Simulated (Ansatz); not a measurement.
# FH3Si: molecular dynamics

Purpose: to follow the molecule's vibrations and see whether its bonds hold. The start is relaxed first. Runs: 500 steps of 0.5 fs at constant energy (fourth-order Milne integrator), with velocities drawn for 500 K. SMILES of the start: F[SiH3].

All numbers below are computed with Ansatz 0.2.0 (RKS PBE0-D4/def2-SVPD).

## (1) Starting point

Bond lengths: Si1–F2 1.590 Å, Si1–H3 1.460 Å, Si1–H4 1.459 Å, Si1–H5 1.459 Å. Angles: F2–Si1–H3 109.5°, F2–Si1–H4 109.5°, F2–Si1–H5 109.5°, H3–Si1–H4 109.5°, H3–Si1–H5 109.5°, H4–Si1–H5 109.5°.

Structure file:

```xyz
5

Si    0.0000    0.0000    0.0000
F     0.0000    0.0000    1.5900
H     1.3768    0.0000   -0.4862
H    -0.6877    1.1914   -0.4862
H    -0.6877   -1.1914   -0.4862
```

## (2) Preparing the start

The input, input.yaml:

```yaml
crystal:
  periodic: [false, false, false]
  atoms:
    - { symbol: Si, position_ang: [0.0, 0.0, 0.0] }
    - { symbol: F, position_ang: [0.0, 0.0, 1.59] }
    - { symbol: H, position_ang: [1.3768, 0.0, -0.4862] }
    - { symbol: H, position_ang: [-0.6877, 1.1914, -0.4862] }
    - { symbol: H, position_ang: [-0.6877, -1.1914, -0.4862] }
basis:
  gaussian: { orbitals: def2-SVPD }
hamiltonian:
  xc: pbe0
  dispersion: d4
relax:
  f_tol: 0.02
  max_steps: 40
```

On the command line:

```sh
$ ansatz run input.yaml --threads 2 --pin off --max-ram 3072MiB --backend cpu --events-out ev --progress --plain --runs-dir out
```

The log of the run (excerpt; [...] marks lines left out):

```text
Warning: RAYON_NUM_THREADS=2 ignored (pool sized by the plan → 2); use --threads N
[...]
Functional definition: PBE0
[...]
622 factors; their error is unknown
[...]
mean field -10633.99670595 eV, -390.7921709617 hartree, gradient 3.3e-5 eV, S^2 0.000000; 0 other end points of the search recorded, 0 dependent functions left out
[...]
reference -10633.99673502 eV, -390.7921720303 hartree; 13, 13 occupied and 58, 58 virtual orbitals, 622 factors
relax step   1: F+E_penalty+E_count = -10634.03511883 eV  Δ(F+E_penalty+E_count) = +0.000e0 eV  max|allowed force component| = 1.762e0 eV/Å  Δτ_max = 0.0000 Å  (23 SCF iters, accepted)
[...]
relax step   3: F+E_penalty+E_count = -10634.10988405 eV  Δ(F+E_penalty+E_count) = -1.812e-2 eV  max|allowed force component| = 1.062e-1 eV/Å  Δτ_max = 0.0152 Å  (25 SCF iters, accepted)
[...]
relax step   4: F+E_penalty+E_count = -10634.11002899 eV  Δ(F+E_penalty+E_count) = -1.449e-4 eV  max|allowed force component| = 2.458e-3 eV/Å  Δτ_max = 0.0022 Å  (26 SCF iters, accepted)
622 factors; their error is unknown
mean field -10634.07165034 eV, -390.7949251173 hartree, gradient 2.4e-5 eV, S^2 0.000000; 1 other end points of the search recorded, 0 dependent functions left out
[...]
reference -10634.07167919 eV, -390.7949261777 hartree; 13, 13 occupied and 58, 58 virtual orbitals, 622 factors
Total energy: -10634.11005785 eV, -390.7963365672 hartree
Atom 0 at     0.000290     0.000000    -0.030659 Å, force    -0.000010    -0.000000    -0.002458 eV/Å
Atom 1 at     0.000102    -0.000000     1.610959 Å, force     0.000011    -0.000000     0.001507 eV/Å
Atom 2 at     1.417307    -0.000000    -0.482798 Å, force    -0.001069     0.000000     0.000325 eV/Å
Atom 3 at    -0.708150     1.227116    -0.483051 Å, force     0.000534    -0.000846     0.000313 eV/Å
Atom 4 at    -0.708150    -1.227116    -0.483051 Å, force     0.000534     0.000846     0.000313 eV/Å
Dipole moment:     0.000043    -0.000000    -0.339107 e Å
```

Run time: 5.8 s. Hardware: 2 threads of Arm Neoverse N1, shared host; peak memory 0.12 GiB.

Step by step:

```
step  energy from step 1 (eV)  largest force component (eV/Å)
   1                   0.0000                          1.7621
   2                  -0.0566                          1.0357
   3                  -0.0748                          0.1062
   4                  -0.0749                          0.0025
```

Step 1 is the start.

After: Bond lengths: Si1–F2 1.642 Å, Si1–H3 1.487 Å, Si1–H4 1.487 Å, Si1–H5 1.487 Å. Angles: F2–Si1–H3 107.7°, F2–Si1–H4 107.7°, F2–Si1–H5 107.7°, H3–Si1–H4 111.2°, H3–Si1–H5 111.2°, H4–Si1–H5 111.2°.

## (3) The run

500 steps of 0.5 fs at constant energy (fourth-order milne integrator), with velocities drawn for 500 K, from the relaxed start.

The input, input.yaml:

```yaml
crystal:
  periodic: [false, false, false]
  atoms:
    - { symbol: Si, position_ang: [0.00029, 0.0, -0.030659] }
    - { symbol: F, position_ang: [0.000102, 0.0, 1.610959] }
    - { symbol: H, position_ang: [1.417307, 0.0, -0.482798] }
    - { symbol: H, position_ang: [-0.70815, 1.227116, -0.483051] }
    - { symbol: H, position_ang: [-0.70815, -1.227116, -0.483051] }
basis:
  gaussian: { orbitals: def2-SVPD }
hamiltonian:
  xc: pbe0
  dispersion: d4
md:
  timestep: 0.5
  n_steps: 500
  ensemble: nve_milne
  temperature: 500.0
  initial_velocities: maxwell_boltzmann
  seed: 450524
```

On the command line:

```sh
$ ansatz run input.yaml --threads 2 --pin off --max-ram 3072MiB --backend cpu --events-out ev --progress --plain --runs-dir out
```

The log of the run (excerpt; [...] marks lines left out):

```text
Warning: RAYON_NUM_THREADS=2 ignored (pool sized by the plan → 2); use --threads N
[...]
[... 1 set-up line as earlier in the session ...]
[...]
622 factors; their error is unknown
[...]
mean field -10634.07165034 eV, -390.7949251172 hartree, gradient 3.6e-5 eV, S^2 0.000000; 0 other end points of the search recorded, 0 dependent functions left out
[...]
reference -10634.07167919 eV, -390.7949261776 hartree; 13, 13 occupied and 58, 58 virtual orbitals, 622 factors
md step     0: t =     0.00 fs  T =   500.0 K  F+E_penalty+E_count = -10634.11002899 eV  E_kin = 0.193890 eV  conserved = -10633.91613899 eV  (23 SCF iters)
[...]
md step    20: t =    10.00 fs  T =    33.2 K  F+E_penalty+E_count = -10633.92900762 eV  E_kin = 0.012871 eV  conserved = -10633.91613671 eV  (25 SCF iters)
[...]
md step    40: t =    20.00 fs  T =   367.0 K  F+E_penalty+E_count = -10634.05846348 eV  E_kin = 0.142323 eV  conserved = -10633.91614082 eV  (25 SCF iters)
[...]
md step    60: t =    30.00 fs  T =   261.2 K  F+E_penalty+E_count = -10634.01745608 eV  E_kin = 0.101308 eV  conserved = -10633.91614857 eV  (24 SCF iters)
[...]
md step    80: t =    40.00 fs  T =   206.6 K  F+E_penalty+E_count = -10633.99624327 eV  E_kin = 0.080110 eV  conserved = -10633.91613289 eV  (25 SCF iters)
md step    81: t =    40.50 fs  T =   186.2 K  F+E_penalty+E_count = -10633.98834517 eV  E_kin = 0.072215 eV  conserved = -10633.91613023 eV  (25 SCF iters)
```

## (4) More of the same log: dynamics from the start

The log, continued (excerpt; [...] marks lines left out):

```text
md step    82: t =    41.00 fs  T =   181.2 K  F+E_penalty+E_count = -10633.98641020 eV  E_kin = 0.070282 eV  conserved = -10633.91612830 eV  (25 SCF iters)
[...]
md step   107: t =    53.50 fs  T =   286.2 K  F+E_penalty+E_count = -10634.02710196 eV  E_kin = 0.110971 eV  conserved = -10633.91613122 eV  (24 SCF iters)
[...]
md step   132: t =    66.00 fs  T =   308.3 K  F+E_penalty+E_count = -10634.03564880 eV  E_kin = 0.119536 eV  conserved = -10633.91611266 eV  (24 SCF iters)
[...]
md step   157: t =    78.50 fs  T =   190.6 K  F+E_penalty+E_count = -10633.99004130 eV  E_kin = 0.073897 eV  conserved = -10633.91614421 eV  (24 SCF iters)
[...]
md step   182: t =    91.00 fs  T =   190.5 K  F+E_penalty+E_count = -10633.98999678 eV  E_kin = 0.073857 eV  conserved = -10633.91614024 eV  (25 SCF iters)
md step   183: t =    91.50 fs  T =   150.5 K  F+E_penalty+E_count = -10633.97450680 eV  E_kin = 0.058365 eV  conserved = -10633.91614227 eV  (24 SCF iters)
```

## (5) More of the same log: dynamics from the start

The log, continued (excerpt; [...] marks lines left out):

```text
md step   184: t =    92.00 fs  T =   127.9 K  F+E_penalty+E_count = -10633.96573772 eV  E_kin = 0.049604 eV  conserved = -10633.91613357 eV  (24 SCF iters)
[...]
md step   205: t =   102.50 fs  T =   348.8 K  F+E_penalty+E_count = -10634.05136327 eV  E_kin = 0.135251 eV  conserved = -10633.91611207 eV  (24 SCF iters)
[...]
md step   226: t =   113.00 fs  T =   125.9 K  F+E_penalty+E_count = -10633.96495260 eV  E_kin = 0.048811 eV  conserved = -10633.91614198 eV  (24 SCF iters)
[...]
md step   247: t =   123.50 fs  T =   329.3 K  F+E_penalty+E_count = -10634.04383888 eV  E_kin = 0.127694 eV  conserved = -10633.91614456 eV  (24 SCF iters)
[...]
md step   499: t =   249.50 fs  T =   220.4 K  F+E_penalty+E_count = -10634.00161471 eV  E_kin = 0.085479 eV  conserved = -10633.91613574 eV  (24 SCF iters)
[...]
md step   500: t =   250.00 fs  T =   251.5 K  F+E_penalty+E_count = -10634.01365449 eV  E_kin = 0.097518 eV  conserved = -10633.91613611 eV  (21 SCF iters)
Total energy: -10634.01368371 eV, -390.7927948830 hartree
Atom 0 at    -0.000357     0.001172    -0.015543 Å, force    -0.000799    -0.341387    -1.569885 eV/Å
Atom 1 at    -0.001418    -0.002927     1.579734 Å, force    -0.047914     0.014835     1.724834 eV/Å
Atom 2 at     1.454846     0.040679    -0.416981 Å, force    -0.407183    -0.140722    -0.094364 eV/Å
Atom 3 at    -0.675443     1.277340    -0.442666 Å, force     0.015235    -0.378291    -0.065930 eV/Å
Atom 4 at    -0.731725    -1.295490    -0.421897 Å, force     0.440661     0.845565     0.005345 eV/Å
Dipole moment:    -0.010836    -0.000647    -0.310260 e Å
```

Wall time 8.3 min (2 threads of Arm Neoverse N1, shared host); peak memory 0.12 GiB.

## (6) The trajectory

The trajectory, every 20 steps (energies from step 0):

```
time (fs)  T (K)  potential energy change (meV/atom)  total energy change (meV/atom)
      0.0    500                                 0.0                            0.00
     10.0     33                                36.2                            0.00
     20.0    367                                10.3                            0.00
     30.0    261                                18.5                            0.00
     40.0    207                                22.8                            0.00
     50.0    265                                18.2                            0.00
     60.0    339                                12.5                            0.00
     70.0    137                                28.1                            0.00
     80.0    330                                13.2                            0.00
     90.0    286                                16.6                            0.00
    100.0    174                                25.3                            0.00
    110.0    287                                16.6                            0.00
    120.0    355                                11.3                            0.00
    130.0     57                                34.4                            0.00
    140.0    468                                 2.5                            0.00
    150.0     96                                31.3                            0.00
    160.0    315                                14.4                            0.00
    170.0    256                                18.9                            0.00
    180.0    260                                18.6                            0.00
    190.0    172                                25.5                            0.00
    200.0    360                                10.9                            0.00
    210.0    174                                25.3                            0.00
    220.0    235                                20.5                            0.00
    230.0    302                                15.4                            0.00
    240.0    181                                24.7                            0.00
    250.0    251                                19.3                            0.00
```

time (fs), T (K) and a bar:
```
      0.0        500 ##############################
     11.0         33 
     21.5        410 ########################
     32.5        156 ########
     43.5        289 ################
     54.5        231 #############
     65.0        253 ##############
     76.0        236 #############
     87.0        265 ###############
     98.0        232 #############
    108.5        190 ##########
    119.5        388 #######################
    130.5         88 ###
    141.5        378 ######################
    152.0         81 ###
    163.0        361 #####################
    174.0        230 #############
    185.0        234 #############
    195.5        254 ##############
    206.5        242 #############
    217.5        204 ###########
    228.5        332 ###################
    239.0        228 ############
    250.0        251 ##############
```

Maxima of the velocity power spectrum (cm⁻¹, relative height; resolution about 270 cm⁻¹): 900 (100), 2270 (94).

## (7) Positions and forces

Positions (Å) and forces (eV/Å):

```xyz
5
time_fs=31.0 T=228 dE=0.1056
Si    0.004    0.001   -0.050   -0.539    0.718    1.441
F    -0.001    0.001    1.648    0.041   -0.023   -1.574
H     1.384   -0.061   -0.526    0.519    0.207   -0.024
H    -0.788    1.192   -0.520    0.394   -0.093    0.209
H    -0.691   -1.164   -0.552   -0.416   -0.808   -0.052
5
time_fs=62.5 T=99 dE=0.1557
Si    0.005    0.003   -0.041   -0.679    1.206    1.156
F     0.000   -0.001    1.633   -0.001    0.058   -0.995
H     1.371   -0.089   -0.495    0.891    0.283   -0.186
H    -0.819    1.169   -0.552    0.561   -0.110    0.320
H    -0.675   -1.137   -0.532   -0.773   -1.437   -0.294
5
time_fs=94.0 T=241 dE=0.1003
Si    0.004    0.003   -0.014   -0.536    0.733   -1.042
F    -0.001   -0.001    1.588    0.019    0.033    1.293
H     1.383   -0.078   -0.475    0.622    0.252   -0.172
H    -0.800    1.179   -0.497    0.420   -0.027    0.141
H    -0.686   -1.159   -0.502   -0.524   -0.991   -0.221
5
time_fs=125.0 T=384 dE=0.0450
Si    0.002    0.000   -0.011   -0.097    0.090   -1.617
F    -0.001    0.000    1.581    0.025   -0.036    1.705
H     1.407   -0.023   -0.482    0.124    0.082   -0.023
H    -0.731    1.214   -0.458    0.062    0.070   -0.044
H    -0.700   -1.207   -0.493   -0.114   -0.206   -0.021
5
time_fs=156.0 T=393 dE=0.0416
Si   -0.003    0.001   -0.041    0.513   -0.686    0.588
F     0.001   -0.002    1.628   -0.042    0.017   -0.787
H     1.434    0.045   -0.496   -0.325   -0.167    0.139
H    -0.642    1.234   -0.503   -0.392    0.297   -0.082
H    -0.710   -1.269   -0.486    0.246    0.539    0.142
5
time_fs=187.5 T=62 dE=0.1698
Si   -0.003   -0.001   -0.056    0.717   -1.116    1.372
F    -0.001   -0.001    1.651   -0.016   -0.015   -1.698
H     1.451    0.094   -0.520   -0.614   -0.352    0.257
H    -0.601    1.252   -0.489   -0.619    0.402   -0.168
H    -0.726   -1.315   -0.484    0.532    1.081    0.238
5
time_fs=219.0 T=195 dE=0.1184
Si   -0.002   -0.002   -0.041    0.442   -0.724    0.478
F    -0.002    0.000    1.623    0.001   -0.063   -0.600
H     1.455    0.098   -0.485   -0.593   -0.354    0.140
H    -0.613    1.280   -0.441   -0.420    0.011   -0.176
H    -0.733   -1.320   -0.458    0.570    1.131    0.159
5
time_fs=250.0 T=251 dE=0.0964
Si    0.000    0.001   -0.015   -0.001   -0.341   -1.570
F    -0.001   -0.003    1.580   -0.048    0.015    1.725
H     1.455    0.041   -0.417   -0.407   -0.141   -0.094
H    -0.675    1.277   -0.443    0.015   -0.378   -0.066
H    -0.732   -1.296   -0.422    0.441    0.846    0.005
```

## (8) Summary of results

| quantity | value |
| --- | --- |
| relaxation of the start | 3 moves, 0.075 eV lower |
| length | 500 steps of 0.5 fs |
| temperature, first and last step | 500 and 251 K |
| temperature, second half | mean 247 K, from 34 to 468 K |
| potential energy, second half | +20 meV/atom from the start |
| largest change of the total energy | 0.01 meV/atom |
| bonds formed or broken | 0 |

What this shows: The temperature starts at 500 K and averages 247 K in the second half, where it ranges from 34 to 468 K; a mean near half the start is what vibrations about a minimum give, since they share energy equally between motion and strain. The total energy strays from its start by at most 0.01 meV/atom, under 0.1 % of the mean kinetic energy, which is good for a step of 0.5 fs. The bonds all hold. A run of 250 fs with 5 atoms shows the motion but fixes no equilibrium value. The nuclei move classically, without zero-point motion, which matters most for hydrogen.
